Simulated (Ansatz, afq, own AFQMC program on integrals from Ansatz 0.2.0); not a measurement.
Atomization energy of AlB, triplet

```xyz
2

B     0.0000    0.0000    0.0000
Al    0.0000    0.0000    2.0234
```

Atoms in their ground-state spins without spin–orbit coupling (mostly on UHF) minus the molecule (UHF), without zero-point energy. The geometry is a stationary point, not shown to be a minimum.

Basis cc-pVDZ. Only valence electrons are correlated. Integrals, coupled cluster, full CI and functionals: Ansatz 0.2.0; the random walks run on the same integrals in our own AFQMC program. The CISD trial takes its coefficients from CCSD amplitudes. Released means that phaseless walkers are propagated on without the constraint, phases kept. Error bars are statistical, one sigma. The errors of all members are added in quadrature.

Full CI on the same integrals is exact in this basis and with this determinant's frozen core.

Errors are counted within cc-pVDZ, not against nature.

Cautions: AlB (triplet): an unrestricted solution with more broken spin lies lower, strong correlation (T1 0.085, weight of the determinant 0.78, largest double 0.18), (T) is large, 7 % of the CCSD correlation, unrestricted determinant spin contaminated (⟨S²⟩ 2.15 against 2.00), the released energies have errors that jump between times, so the bars are unsure, so no released level is given (meV from the phaseless value at times in 1/Eh: -12 ± 3 at 0.24, -17 ± 3 at 0.51, -46 ± 16 at 0.99, -42 ± 3 at 1.62, -56 ± 11 at 2.40), its ph-AFQMC/CISD value lies 79 ± 3 meV above full CI.

Reference (full CI): 162.6 kJ/mol.

| level | atomization energy (kJ/mol) | error against FCI (kJ/mol) |
| --- | --- | --- |
| HF | 56.4 | -106.2 |
| MP2 | 135.5 | -27.1 |
| CCSD | 135.5 | -27.1 |
| CCSD(T) | 155.5 | -7.2 |
| ph-AFQMC/HF | 145.4 ± 2.3 | -17.2 ± 2.3 |
| ph-AFQMC/CISD | 155.6 ± 0.3 | -7.0 ± 0.3 |

Correlation beyond CCSD(T) adds 7.2 kJ/mol. The perturbative (T) step is worth +20.0 kJ/mol. Where the cautions show a poor determinant, the low rows tell how each method copes with it, not its usual error.

A walk keeps the symmetry of its determinant, which the program's search chose and which needn't be the lowest solution, so a lower state of the same spin and another symmetry isn't excluded.
